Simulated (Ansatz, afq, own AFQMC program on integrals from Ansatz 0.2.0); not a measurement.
**Where AFQMC and coupled cluster stand for GeNH$_{2}$, quartet**

```yaml
atoms:
  - { symbol: Ge, position_ang: [-0.0346, 0.0000, 0.2958] }
  - { symbol: N, position_ang: [0.0724, 0.0000, -1.6458] }
  - { symbol: H, position_ang: [0.7424, -1.2582, 0.7751] }
  - { symbol: H, position_ang: [0.7424, 1.2582, 0.7751] }
```

Connectivity, by distances: GeH2–N.

Basis cc-pVDZ. Only valence electrons are correlated. Ansatz 0.2.0 and our own AFQMC program on the same integrals; the CISD trial comes from CCSD amplitudes, and released means the phaseless constraint is let go. Uncertainties: one standard error, sampling alone. No spin–orbit coupling.

Determinant: UHF, the one that the program's search chose, which needn't be the lowest solution. The geometry is a point of a scan.

No full CI on the walks' own integrals is used here; CCSDT(Q) serves as the reference and is uncertain by about the last step of the cluster series.

Cautions: no relativity below Rb; no spin-orbit coupling; inner d shell frozen; lower spins were not checked.

- T1 diagnostic: 0.0192
- weight of the determinant in the CISD state: 0.895
- ⟨S²⟩ of the determinant: 3.779
- size of the correlated space: 11 electrons in 36 orbitals

Reference: CCSDT(Q), correlation energy -5.918 eV. The released energy is read at 2.40 1/Eh (meV from the phaseless value at times in 1/Eh: -5 ± 10 at 0.24, -13 ± 9 at 0.51, 11 ± 9 at 0.99, -6 ± 10 at 1.62, -29 ± 16 at 2.40).

```
         level  E − E(reference) (kJ/mol)  share of correlation (%)
            HF                      571.0                      0.00
           MP2                      114.7                     79.91
          CCSD                       16.5                     97.12
       CCSD(T)                        3.9                     99.32
         CCSDT                        0.8                     99.85
   ph-AFQMC/HF                 12.7 ± 4.5                     97.77
 ph-AFQMC/CISD                  1.3 ± 1.0                     99.76
released AFQMC                 -1.4 ± 1.5                    100.25
```

A walk keeps the symmetry of its determinant, which the program's search chose and which needn't be the lowest solution, so a lower state of the same spin and another symmetry isn't excluded. Released energies are given only where the last usable release times agree within the noise; a slower fall can still hide under it.
